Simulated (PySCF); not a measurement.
# Which functional comes closest?

Molecule: `CO`, CH4O.

Bonds (- single, = double, # triple, : aromatic): C1-O2 1.397 Å. C1 carries H3, H4, H5; O2 carries H6.

Geometry PBE0-D3(BJ)/def2-SVP throughout; GIAO in PySCF, gas phase, one conformer, non-relativistic; equivalent atoms averaged; basis pcSseg-2.

Reference values (measured; solution, not stated per compound (mostly CDCl3 or CCl4); Pretsch, Buehlmann, Badertscher, Structure Determination of Organic Compounds, 4th ed. (2009)): δ(C1) = 50.2 ppm, δ(H3/H4/H5) = 3.48 ppm. Computed shifts are taken against TMS, calculated as an isolated molecule at each level.

Q: How do the functionals HF, LDA, PBE, BLYP, BP86, OPBE, KT2, KT3, B97-D, B3LYP, PBE0, mPW1PW91, WP04, B97-2, BHandHLYP, CAM-B3LYP, wB97X-D, LC-wPBE perform against the reference? Times are CPU seconds on shared hosts with different chips, so compare them loosely; the GGAs took longer than the global hybrids here, which isn't the general rule, and the cause wasn't traced.

A: 
```csv
functional,kind,C1,H3/H4/H5,abs. error C,abs. error H,core-s
HF,Hartree–Fock,49.1,3.26,1.1,0.22,1.3
LDA,LDA,55.9,3.74,5.7,0.26,4
PBE,GGA,56.0,3.69,5.8,0.21,4.7
BLYP,GGA,56.8,3.76,6.6,0.28,4.9
BP86,GGA,55.9,3.66,5.7,0.18,4.7
OPBE,GGA,54.9,3.57,4.7,0.09,4.7
KT2,GGA,54.7,3.61,4.5,0.13,5
KT3,GGA,54.8,3.61,4.6,0.13,3.4
B97-D,GGA,55.7,3.67,5.5,0.19,4.8
B3LYP,global hybrid,54.9,3.60,4.7,0.12,3
PBE0,global hybrid,53.9,3.49,3.7,0.01,3
mPW1PW91,global hybrid,54.0,3.48,3.8,0.00,3.1
WP04,global hybrid,55.5,3.32,5.3,0.16,2.5
B97-2,global hybrid,53.9,3.49,3.7,0.01,2.4
BHandHLYP,global hybrid,52.5,3.44,2.3,0.04,2.3
CAM-B3LYP,range-separated hybrid,54.2,3.59,4.0,0.11,3
wB97X-D,range-separated hybrid,53.7,3.46,3.5,0.02,3.2
LC-wPBE,range-separated hybrid,53.5,3.45,3.3,0.03,4.2
```

For 13C the closest is HF (1.1 ppm) and the furthest BLYP (6.6 ppm).

For 1H the closest is mPW1PW91 (0.00 ppm, with PBE0, B97-2, wB97X-D, LC-wPBE practically level) and the furthest BLYP (0.28 ppm). One molecule is a small sample, and vibrational and solvent effects are absent from the calculation.
